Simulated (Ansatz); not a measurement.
Gas-phase electronic energies from Ansatz, PBE0-D4/def2-TZVP geometries. CBS: MP2 limit from def2 TZ/QZ plus the TZ coupled-cluster correction, frozen cores. This one scheme is used for every species, atoms too. DFT in def2-TZVPP. No spin–orbit coupling; open shells (•) take unrestricted orbitals.

Consider the homolysis of the C–H bond: `[CH3][AlH][CH3]` → `[CH2][AlH][CH3]`• + H•.

```
         level  ΔE (kJ/mol)  difference from CCSD(T)/CBS
    r2SCAN0-D4        418.8                        -19.5
      BHLYP-D4        421.9                        -16.4
       ωB97X-V        434.5                         -3.8
        B2PLYP        429.2                         -9.1
      PBE-QIDH        428.2                        -10.1
           PBE        427.1                        -11.2
          BLYP        423.4                        -14.9
          PBE0        424.4                        -13.9
       r2SCAN0        418.4                        -19.9
         BHLYP        420.7                        -17.6
       LC-ωPBE        422.5                        -15.8
   HF/def2-SVP        323.3                       -115.0
MP2/def2-TZVPP        430.4                         -7.9
 HF/def2-QZVPP        320.5                       -117.8
 MP2/CBS(def2)        438.1                         -0.2
CCSD/CBS(def2)        433.5                         -4.8
   CCSD(T)/CBS        438.3                            0
```

Largest T1 diagnostic among the species: 0.010.

Leaving LDA and LC-ωPBE aside and taking each functional with its dispersion term where it has one, the values, not all of them listed here, spread over 18.8 kJ/mol, from r2SCAN0-D4 to ωB97M-V. LDA lies +54.8 kJ/mol from PBE without D4, its usual overbinding. At CCSD(T), def2-SVP lies −18.3 kJ/mol from the extrapolated value and def2-TZVPP −7.6 kJ/mol: correlation converges slowly with the basis, and small sets miss more of it in the bonded molecule than in its fragments.
